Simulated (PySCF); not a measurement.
Species: C4H9O (doublet state).
Z-matrix (Å and degrees, GFN2-xTB geometry), rows numbered from 1:
```
C 
C   1  1.4857
C   2  1.4836  1  119.62
C   2  1.4868  1  119.63  3   165.56
O   4  1.4316  2  113.14  1   -91.46
H   1  1.0894  2  110.76  3    38.00
H   1  1.0984  2  111.92  3   -81.04
H   1  1.0897  2  111.01  3   159.14
H   3  1.0971  2  111.42  1    82.69
H   3  1.0893  2  111.00  1   -36.72
H   3  1.0887  2  110.81  1  -158.36
H   4  1.0938  2  111.13  1   152.13
H   4  1.1000  2  110.54  1    31.18
H   5  0.9632  4  108.22  2    56.42
```

The hyperfine couplings belong to this conformer and change with its torsions.

The species is `C[C](C)CO` [radical].

Method used: UKS B3LYP, pcH-1 on C H O, non-relativistic, mean-field spin-orbit, GIAO (PySCF). Isolated species at its GFN2-xTB geometry (one conformer only). GFN2-xTB frequencies show an imaginary mode (65i cm⁻¹), so this geometry is no minimum at that level. Couplings are sensitive to structure, and on GFN2-xTB geometries they can be far from those on DFT ones. The SCF solution wasn't tested for stability.

Predict the first-order ENDOR lines of H6 (×6), H12/H13 and H14 under fast tumbling at B = 3367.2 mT (W band).

ν± = |νn ± a/2|, one line for each electron-spin manifold; νn = |g_N| × 7.62259 MHz/T × B.

```
 nuclei  isotope     g_N  νn (MHz)  a_iso (MHz)  lower line (MHz)  upper line (MHz)
H6 (×6)       1H  5.5857    143.37        69.87            108.43            178.30
H12/H13       1H  5.5857    143.37        17.21            134.76            151.97
    H14       1H  5.5857    143.37        -5.96            140.39            146.35
```

Which pairs are centred on the nuclear Larmor frequency, and which on half the coupling?

Centred on νn, since |a| < 2νn: H6 (×6), H12/H13 and H14. No pair has |a| > 2νn.

At what field would the lower line of H6 (×6) fall to zero frequency?

Where νn = |a|/2, that is B = 34.93 MHz/(5.5857 × 7.62259 MHz/T) = 820 mT, as far as first order holds there.

Class means assume fast exchange of nuclei equivalent by connectivity; if that motion is slow, each nucleus keeps its own coupling. The six 1H nuclei of mean +69.9 MHz run from 29.8 to 143.3 MHz in the frozen geometry. The 1H value of +17.2 MHz is a mean of couplings from 6.3 to 28.2 MHz in this one geometry, not an average over conformers.

Largest spin populations (Mulliken): C2 (+0.95), C1 (-0.08), C3 (-0.08) and H7 (+0.07). C2 is the only atom above +0.15. The angles at C2 add up to 358.4°, so it is nearly planar.
